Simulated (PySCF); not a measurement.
**Deuteron quadrupole couplings in `CC(C)F`**

Species: C₃H₇F.
Z-matrix (Å and degrees, PBE0-D3(BJ)/def2-SVP geometry), rows numbered from 1:
```
C 
C   1  1.5115
C   2  1.5115  1  113.84
F   2  1.3855  1  108.48  3  -120.83
H   1  1.1010  2  110.31  3    58.07
H   1  1.1001  2  110.80  3   -61.99
H   1  1.0995  2  110.49  3   177.79
H   2  1.1059  1  109.60  3   123.15
H   3  1.1010  2  110.29  1   -58.01
H   3  1.1001  2  110.82  1    62.05
H   3  1.0994  2  110.48  1  -177.72
```

Level: PBE0/pcSseg-1 (PySCF, non-relativistic); Q(2H) = 0.00286 b; rigid geometry, the same for H and D, with no vibrational averaging.

Problem. Give the electric field gradient Vzz (the principal value of largest size), its asymmetry and the 2H coupling at each hydrogen.

Solution. 
| atom | bonded to | bond length (Å) | Vzz (au) | η | χzz (kHz) |
| --- | --- | --- | --- | --- | --- |
| H5 | C1 | 1.101 | 0.2898 | 0.03 | 195 |
| H6 | C1 | 1.100 | 0.2918 | 0.03 | 196 |
| H7 | C1 | 1.099 | 0.2928 | 0.02 | 197 |
| H8 | C2 | 1.106 | 0.2685 | 0.06 | 180 |
| H9 | C3 | 1.101 | 0.2898 | 0.03 | 195 |
| H10 | C3 | 1.100 | 0.2918 | 0.03 | 196 |
| H11 | C3 | 1.099 | 0.2928 | 0.02 | 197 |

Problem. A static deuteron (I = 1) shows a doublet split by (3/2)χ, (3/4)χ(1 + η) and (3/4)χ(1 − η) with the field along z, y and x of the gradient. What are these for H5?

Solution. With |χ| = 194.7 kHz and η = 0.029: 292, 150 and 142 kHz, to first order and without motion.

Geometry: PBE0-D3(BJ)/def2-SVP; no solvent, vibrations or thermal averaging. With so small a basis the couplings can be 20 % off.
